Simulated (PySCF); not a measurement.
**Molecular orbitals of SiC⁻**

PBE0 at R = 1.670 Å; basis Si def2-TZVPPD, C def2-TZVPPD; no relativity; PySCF 2.14. State: ²Σ⁺ (doublet), unpaired electrons σ ↑. Only the outer orbitals are listed, counted within each symmetry.

| spin | orbital | occ. | ε (eV) | on Si (%) | main shells (%) |
| --- | --- | --- | --- | --- | --- |
| α | 5σ | 1 | -11.29 | 39 | 58 C s, 27 Si s, 9 Si p |
| α | 6σ | 1 | -4.41 | 55 | 53 Si s, 24 C p, 22 C s |
| α | 7σ | 1 | -1.38 | 55 | 38 Si p, 36 C p, 15 Si s |
| α | 2π | 1 | -0.64 | 45 | 56 C p, 41 Si p |
| α | 2π | 1 | -0.64 | 45 | 56 C p, 41 Si p |
| α | 3π | 0 | 4.58 | 78 | 51 Si p, 27 Si d, 20 C p |
| α | 3π | 0 | 4.58 | 78 | 51 Si p, 27 Si d, 20 C p |
| β | 5σ | 1 | -9.99 | 45 | 51 C s, 36 Si s |
| β | 6σ | 1 | -3.18 | 78 | 59 Si s, 20 C s, 17 Si p |
| β | 2π | 1 | -0.20 | 62 | 60 Si p, 39 C p |
| β | 2π | 1 | -0.20 | 62 | 60 Si p, 39 C p |
| β | 7σ | 0 | 2.57 | 30 | 44 C s, 29 Si p, 25 C p |

Task: Which are the highest filled and the lowest empty level, where do they sit, and how wide is the gap?

Result: Highest filled β 2π at -0.20 eV (in %: 60 Si p, 39 C p); lowest empty β 7σ at 2.57 eV (in %: 44 C s, 29 Si p, 25 C p); the gap at PBE0 is 2.77 eV. An empty level above zero is unbound, and its energy depends on the basis.

```json
{
  "bond order (Mayer)": "2.72",
  "⟨S²⟩": "0.820",
  "charge on Si (Mulliken, basis-dependent)": "-0.86",
  "charge on Si (Löwdin, basis-dependent)": "-0.24",
  "dipole moment (positive dipole points towards C; it is taken about the centre of mass and depends on that origin)": "-1.87 D",
  "polarisability along the bond": "91.0 bohr³",
  "polarisability across the bond": "88.0 bohr³"
}
```

The state is the lowest determinant that a PBE0 search found; another state may lie lower at other levels.
